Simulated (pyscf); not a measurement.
PySCF, gas phase, ωB97X-D3(BJ)/def2-SVP geometries.

**Question.** PBE/def2-TZVP puts the barrier of F–CH₂–F -> difluorocarbene (F–C:–F) [singlet] + hydrogen (H₂) (1,1-elimination; singlet surface; C–H, C–H broken, H–H formed) at 91.0 kcal/mol and the reaction energy at +69.2 kcal/mol, from the reactant's lowest minimum found. What do r²SCAN/def2-TZVP, PBE0-D3(BJ)/def2-TZVP, ωB97M-D3(BJ)/def2-TZVP give on the same structures?

**Answer.** r²SCAN: ΔE‡ = 94.7 kcal/mol, ΔE = +70.7 kcal/mol; PBE0-D3(BJ): ΔE‡ = 98.0 kcal/mol, ΔE = +73.7 kcal/mol; ωB97M-D3(BJ): ΔE‡ = 98.8 kcal/mol, ΔE = +67.1 kcal/mol. PBE's barrier lies under all of them, by 3.6 to 7.8 kcal/mol. Its reaction energy lies among theirs. Low barriers are usual for a GGA, whose delocalisation error favours stretched bonds. The same reactants have a lower exit, to :HC–F [singlet] + HF (highest point, the separated products, at +84.2 kcal/mol at ωB97M-D3(BJ)/def2-TZVP, against +98.8 kcal/mol here). This is the saddle that the search found; another between the same sides may lie lower.
